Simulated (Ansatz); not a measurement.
System: rock-salt EuSe. Method: PBEsol-D3(BJ) in Ansatz (plane waves, PAW).

Run with plane-wave cutoff 520 eV, 16×16×16 k mesh, Fermi–Dirac smearing 0.05 eV, spin-polarised with parallel moments, scalar-relativistic PAW data made under PBE.

Computed at the level's own relaxed cell.

Question: What does this level give for the volume per atom, bulk modulus B0, equilibrium lattice constant a and pressure derivative B′ of the bulk modulus?

Answer: 
- volume per atom = 25.38 Å³/atom
- bulk modulus B0 = 56.9 GPa
- equilibrium lattice constant a = 5.877 Å
- pressure derivative B′ of the bulk modulus = 4.5

The run finds no gap.

Measured, for comparison: bulk modulus 52 GPa (room temperature, not corrected to a static lattice; as tabulated in arXiv:1003.2039). Computed (rounded) less measured: bulk modulus +9 %. A static lattice is as a rule a little smaller and stiffer than an uncorrected measurement, which narrows the difference in the bulk modulus and would widen misses of the other sign.

Note: the magnetic order was assumed, not searched for or taken from measurement; the 4f shell is treated without U or exact exchange, so its levels and filling can be wrong; the volume lies 14 % below that of the published cell.

Spin–orbit coupling is not included; it can open a gap where bands touch, and shift volumes and moduli.

The computed numbers hold no vibrational or temperature effects.

Ansatz is an electronic-structure program.
